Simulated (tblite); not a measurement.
Isomers of C4H6NS (doublet state). Calculated harmonic vibrations of the isolated species, GFN2-xTB (tblite), most abundant isotopes, no scaling. Errors from tens to a few hundred cm⁻¹ against measured bands are possible. Modes of hydrogen on sulfur can be 10 to 20 % off. One conformer each. Open shells enter through the occupations alone, without spin polarisation, and single modes of such species can be off by tens of per cent.

Electronic energies: GFN2-xTB at the same geometries; isomer energies are rough at this level and their order can be wrong.

```
                SMILES  electronic energy, lowest = 0 (kcal/mol)
[H]/N=C1/[CH]C[C@@H]1S                                      21.7
      [H]/N=C1/CC[C]1S                                       9.0
  [H]/N=C1/CC[C@H]1[S]                                       0.0
      [N]=C1CC[C@@H]1S                                      21.1
      C[C@]1(C=[N])CS1                                      27.1
```

Task: How do GFN2-xTB zero-point energies change the relative energies?

Result: 
```
                SMILES  ZPE (kcal/mol)  of it from modes above 1550 cm⁻¹  electronic (kcal/mol)  with ZPE, lowest = 0 (kcal/mol)  lowest mode (cm⁻¹)  rings
  [H]/N=C1/CC[C@H]1[S]            57.7                              28.9                    0.0                              0.0                  59      1
      [H]/N=C1/CC[C]1S            55.2                              27.6                    9.0                              6.5                 122      1
      [N]=C1CC[C@@H]1S            55.0                              27.7                   21.1                             18.4                  65      1
[H]/N=C1/[CH]C[C@@H]1S            54.2                              27.8                   21.7                             18.2                 122      1
      C[C@]1(C=[N])CS1            55.6                              28.3                   27.1                             25.0                 101      1
```

The zero-point energies span 3.5 kcal/mol, from `[H]/N=C1/[CH]C[C@@H]1S` to `[H]/N=C1/CC[C@H]1[S]`. The lowest isomer stays, but the order above it changes.

Task: What do entropy and thermal enthalpy add at 298.15 K and 1 bar (rigid rotor, harmonic oscillator, one conformer each)?

Result: 
| SMILES | point group | symmetry number | S (cal/(mol K)) | H − H(0) (kcal/mol) | ZPE + H − H(0) − TS (kcal/mol) |
| --- | --- | --- | --- | --- | --- |
| [H]/N=C1/CC[C@H]1[S] | C1 | 1 | 80.5 | 4.39 | 38.1 |
| [H]/N=C1/CC[C]1S | Cs | 1 | 81.4 | 4.68 | 35.6 |
| [N]=C1CC[C@@H]1S | C1 | 1 | 82.3 | 4.73 | 35.2 |
| [H]/N=C1/[CH]C[C@@H]1S | C1 | 1 | 81.5 | 4.74 | 34.7 |
| C[C@]1(C=[N])CS1 | C1 | 1 | 82.8 | 4.92 | 35.8 |

S holds R ln(2S + 1) for the spin.
